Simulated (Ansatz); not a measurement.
Results of BLYP in Ansatz (PAW) for fcc Ni.

Run with plane-wave cutoff 520 eV, 26×26×26 k mesh, Fermi–Dirac smearing 0.05 eV, spin-polarised with parallel moments, scalar-relativistic PAW data made under PBE.

Cell (relaxed at this level):

```xyz
1
Lattice="0.0000 1.7888 1.7888 1.7888 0.0000 1.7888 1.7888 1.7888 0.0000" Properties=species:S:1:pos:R:3 pbc="T T T"
Ni     0.0000     0.0000     0.0000
```
Starting moments (μB, in the order of the record's atoms Ni): 0.8.

Question: Estimate the bulk modulus, magnetic moment per atom (the cell's total over its atoms) and pressure derivative B′ of the bulk modulus that the calculation returns.

Answer: 
* **bulk modulus**: 168 GPa
* **magnetic moment per atom (the cell's total over its atoms)**: 0.63 μB
* **pressure derivative B′ of the bulk modulus**: 4.9

The run finds no gap.

Measured, for comparison: bulk modulus 192 GPa (0 K value with the zero-point phonon effect removed, our sources range from 186 to 195; as tabulated in Mejia-Rodriguez and Trickey (2018), arXiv:1807.09216). Computed (rounded) less measured: bulk modulus -12 % (-10 % to -14 % over the range).

Moments are spin moments.

Computed values are for the static lattice.

The result took roughly 4 core-minutes.

Ansatz is a first-principles code.
